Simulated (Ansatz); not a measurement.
# C3H6O3: one species, many methods

An exercise on one series of results from a longer session: the logs are not shown, and one member is left open.

The runs use Ansatz 0.2.0, Gaussian basis; functionals in def2-TZVPP, the program's frozen cores in correlated methods.

Levels to be run: PBE-D4, r2SCAN-D4, PBE0-D4, B3LYP-D4, ωB97X-V, ωB97M-V, B2PLYP; CCSD(T)/def2-TZVPP; MP2/def2-QZVPP; extrapolation to the limit.

### The relaxed structure

The geometry comes from an earlier relaxation with PBE0-D4 in a triple-zeta def2 set; it is a stationary point, not always the lowest conformer.

SMILES `O=COCCO`, 12 atoms, charge 0, spin multiplicity 1.

Atoms are counted from 1 here; the program's logs count them from 0.

Bond lengths: O1–C2 1.197 Å, C2–O3 1.330 Å, C2–H7 1.099 Å, O3–C4 1.431 Å, C4–C5 1.512 Å, C4–H8 1.093 Å, C4–H9 1.092 Å, C5–O6 1.406 Å, C5–H10 1.091 Å, C5–H11 1.100 Å, O6–H12 0.961 Å. Angles: O1–C2–O3 126.1°, O1–C2–H7 124.8°, O3–C2–H7 109.1°, C2–O3–C4 116.2°, O3–C4–C5 112.3°, O3–C4–H8 109.7°, O3–C4–H9 104.7°, C5–C4–H8 109.7°, C5–C4–H9 111.0°, H8–C4–H9 109.2°, C4–C5–O6 113.8°, C4–C5–H10 109.6°, C4–C5–H11 107.6°, O6–C5–H10 106.4°, O6–C5–H11 111.9°, H10–C5–H11 107.4°, C5–O6–H12 109.0°.

Set-up of the first run:

Input file in.yaml:

```yaml
crystal:
  periodic: [false, false, false]
  atoms:
    - {symbol: O, position_ang: [1.351585, -1.853492, -0.483985]}
    - {symbol: C, position_ang: [1.480832, -1.219282, 0.522597]}
    - {symbol: O, position_ang: [0.575088, -0.405900, 1.058789]}
    - {symbol: C, position_ang: [-0.657710, -0.274185, 0.344485]}
    - {symbol: C, position_ang: [-0.564394, 0.728432, -0.782915]}
    - {symbol: O, position_ang: [-0.206307, 2.021808, -0.362930]}
    - {symbol: H, position_ang: [2.378711, -1.226607, 1.157011]}
    - {symbol: H, position_ang: [-0.959772, -1.246985, -0.050639]}
    - {symbol: H, position_ang: [-1.380588, 0.048982, 1.097082]}
    - {symbol: H, position_ang: [0.201895, 0.412197, -1.492050]}
    - {symbol: H, position_ang: [-1.527606, 0.721682, -1.314011]}
    - {symbol: H, position_ang: [-0.873834, 2.348448, 0.245965]}
basis:
  gaussian: {orbitals: def2-TZVPP}
hamiltonian: {xc: pbe, dispersion: d4}
output: {forces: true, orbitals: {seedname: orbitals}}
```

Steps of the session up to this table: PBE-D4 (GGA); r2SCAN-D4 (meta-GGA); PBE0-D4 (hybrid); B3LYP-D4 (hybrid); ωB97X-V (range-separated); ωB97M-V (range-separated); B2PLYP (double hybrid); CCSD(T) in def2-TZVPP; MP2 in def2-QZVPP.

One table of the session follows, with a row left open; its other results are not shown here.

It belongs to the step «Atomisation energies». 

| method | atomisation energy (kJ/mol) |
| --- | --- |
| PBE-D4 | 5102.0 |
| r2SCAN-D4 | 4952.2 |
| PBE0-D4 | 4951.1 |
| B3LYP-D4 | 4923.6 |
| ωB97X-V | ? |
| ωB97M-V | 4947.6 |
| B2PLYP | 4883.1 |
| HF/def2-TZVPP | 3415.6 |
| MP2/def2-TZVPP | 4930.8 |
| CCSD/def2-TZVPP | 4706.0 |
| CCSD(T)/def2-TZVPP | 4798.3 |
| MP2/CBS | 5064.5 |
| CCSD(T)/CBS | 4932.0 |

**Question.** Estimate the row for ωB97X-V.

As computed: atomisation energy (kJ/mol): 4940.1. In the column «atomisation energy (kJ/mol)» it lies between CCSD(T)/CBS (4932.0) and ωB97M-V (4947.6).

Caveats from the session: Free atoms (3 O, 3 C, 6 H) were run apart at each level; the atomisation energy is their sum less the molecule, without zero-point or spin-orbit terms.
